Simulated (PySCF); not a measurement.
How far each method lies from RCCSDT(Q) for Ge–CH₃⁺, singlet

Geometry: that of the Ge–CH3, doublet, kept fixed.

| atom | x (Å) | y (Å) | z (Å) |
| --- | --- | --- | --- |
| Ge | 0.0000 | 0.0000 | 0.3544 |
| C | 0.0103 | 0.0000 | -1.6349 |
| H | -1.0513 | 0.0000 | -1.9236 |
| H | 0.4627 | 0.8945 | -2.0693 |
| H | 0.4627 | -0.8945 | -2.0693 |

Basis cc-pVDZ; PySCF 2.14.0. Only valence electrons are correlated (noble-gas cores and the filled d shells of p-block atoms frozen), which leaves 10 electrons in 41 orbitals. R marks a restricted (for open shells ROHF) determinant. No spin–orbit coupling is included, and no scalar relativity.

Full CI isn't at hand for all of this; RCCSDT(Q) serves as the reference, and is uncertain by the last step of the cluster series or more.

```
T1 diagnostic (ROHF- or RHF-based CCSD)             : 0.0128
largest doubles amplitude (ROHF- or RHF-based CCSD) : 0.062
```

| level | E − E(RHF) (eV) |
| --- | --- |
| RMP2 | -5.4164 |
| RCCSD | -6.2940 |
| RCCSD(T) | -6.4640 |

(1) Estimate how far RCCSDT(Q) in cc-pVDZ lies from RCCSD(T). The table doesn't fix it; the size of (T) and the diagnostics are the guide.

(1) RCCSDT(Q) in cc-pVDZ lies 2.8 kJ/mol below RCCSD(T), which is 17 % of the (T) step (-16.4 kJ/mol). The diagnostics are small and one determinant leads, so the series closes fast and only a small part of (T) is left.

The other levels:

```
 level  E − E(RCCSDT(Q)) (kJ/mol)  share of correlation (%)  wall time
RCCSDT                        1.0                     99.84          –
```

The correlation energy at RCCSDT(Q), counted from RHF, is -6.493 eV. That run took 1.8 min on 1 thread of Arm Neoverse V1, shared host.

Times are those of the correlated step on a shared host, with one SCF added for the restricted CCSD run; they ran on 1 thread of Arm Neoverse V1.
